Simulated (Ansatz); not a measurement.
**Energy of Ag (space group No. 227) less that of fcc Ag, by level of theory**

No measured value is used here.

```tsv
level (code)	value (meV/atom)
PBE (Ansatz)	785
PBEsol (Ansatz)	988
PBE-D3(BJ) (Ansatz)	(withheld)
r²SCAN (Ansatz)	869
```

Task: Complete the blanks.

Result: 
- PBE-D3(BJ) (Ansatz, an electronic-structure program), value (meV/atom): 1024

Each level is taken at its own relaxed cell. Ansatz's density-functional and Hartree–Fock values are scalar-relativistic unless marked +SOC, with PAW data made under PBE.
